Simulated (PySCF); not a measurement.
Structure with atom numbers: `[CH2:1]=[C:2]=[CH:3][CH2:4][Cl:5]`; H(Xn) means a hydrogen on atom n.

GIAO PBE0/pcSseg-1 shifts (PySCF, gas phase, non-relativistic, equivalent atoms averaged), each against references optimised in the same way as the molecule (TMS, HCl).

On the GFN2-xTB geometry: C2 223.0, C3 95.1, C1 80.4, C4 51.3, Cl5 141, H(C3) 5.58, H(C1) 5.11, H(C4) 4.20 ppm.

What changes on the PBE0-D3(BJ)/def2-SVP geometry?

## Answers


| atoms | δ (ppm) | change |
| --- | --- | --- |
| C2 | 223.6 | +0.6 |
| C3 | 95.4 | +0.3 |
| C1 | 81.4 | +1.0 |
| C4 | 49.2 | -2.1 |
| Cl5 | 121 | -20 |
| H(C3) | 5.43 | -0.15 |
| H(C1) | 5.12 | +0.01 |
| H(C4) | 3.96 | -0.24 |

Bonds between heavy atoms that differ most (equivalent bonds averaged): C1–C2 1.292 → 1.307 Å, C2–C3 1.300 → 1.311 Å, C4–Cl5 1.804 → 1.798 Å. Mean change of bonds to hydrogen: C–H +0.014 Å. The two structures also differ in conformation, which adds to the changes.
